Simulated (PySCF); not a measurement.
Species: C5H7 (doublet state).
Structure used (GFN2-xTB), in Å, numbered top down from 1:
```
atom  x, y, z in Å
C1     2.789    0.295   -0.154
C2     1.506    0.291   -0.269
C3     0.169    0.292   -0.399
C4    -0.716   -0.314    0.467
C5    -2.188   -0.285    0.281
H6     3.323    1.067    0.388
H7     3.416   -0.472   -0.593
H8    -0.237    0.816   -1.260
H9    -0.336   -0.841    1.329
H10   -2.676    0.179    1.142
H11   -2.587   -1.298    0.200
H12   -2.462    0.269   -0.614
```

Identity: `C=[C]/C=C/C` [radical].

The calculation used PySCF, UKS B3LYP, pcH-1 on C H, non-relativistic, mean-field spin-orbit, GIAO. Geometry: GFN2-xTB; no solvent, vibrations or thermal averaging. A GFN2-xTB geometry isn't a minimum of the functional, and hyperfine couplings can be far from their values at a DFT geometry. No stability test was run, so a lower SCF solution isn't excluded. ⟨S²⟩ is 0.775 where a pure state has 0.75.

Q: Give the principal g shifts and their parts.

A: 
```csv
Δg (ppm),1,2,3
relativistic mass correction,-142,-142,-142
gauge correction,37,0,33
orbital Zeeman/spin–orbit,-109,-13,713
total,-214,-155,604
```

So g = 2.00210, 2.00216, 2.00292 and g_iso = 2.00240; the tensor is close to axial: the two nearest values differ by 7 % of g3 − g1. Axes: g1 points within 6° of the C1–C2 bond.

Q: What effective moment and Curie constant follow for a powder?

A: With the mean of g² = 4.0096 and S(S+1) = 0.75: μ_eff = √(⟨g²⟩S(S+1)) = 1.734 μB and χT = 0.12505·⟨g²⟩·S(S+1) = 0.376 cm³ K/mol (cgs; spin-Hamiltonian part alone).

Q: At 9.522 GHz, how far is the centre of the isotropic spectrum from where a free electron (g = 2.002319) resonates?

A: B = hν/(g μB) with μB/h = 13.99624 MHz/mT gives 339.77 mT for the free electron and 339.76 mT at g_iso, 0.01 mT lower.

Q: In a frozen sample, at which fields do the three g values resonate at 9.5, 34, 94 and 263 GHz (hyperfine left aside), and which band first spreads them over more than twice a line width of 0.3 mT?

A: 
| band | GHz | B(g3) mT | B(g2) mT | B(g1) mT | spread mT |
| --- | --- | --- | --- | --- | --- |
| X | 9.5 | 338.88 | 339.01 | 339.02 | 0.14 |
| Q | 34.0 | 1212.84 | 1213.30 | 1213.33 | 0.50 |
| W | 94.0 | 3353.14 | 3354.41 | 3354.51 | 1.37 |
| J | 263.0 | 9381.67 | 9385.22 | 9385.50 | 3.83 |

The spread grows in proportion to the frequency. W band is the first where it exceeds 0.6 mT.

Largest spin populations (Mulliken): C4 (+0.69), C2 (+0.59), C3 (-0.25) and C1 (-0.11). The positive populations add up to 1.45 and the negative ones to -0.45, together 2S = 1. The angles at C4 add up to 360.0°, so it is planar; its axial dipolar tensor and the negative coupling of its proton fit spin in a p orbital normal to that plane.

The HOMO–LUMO gaps are 5.07 eV among the α and 5.62 eV among the β orbitals.
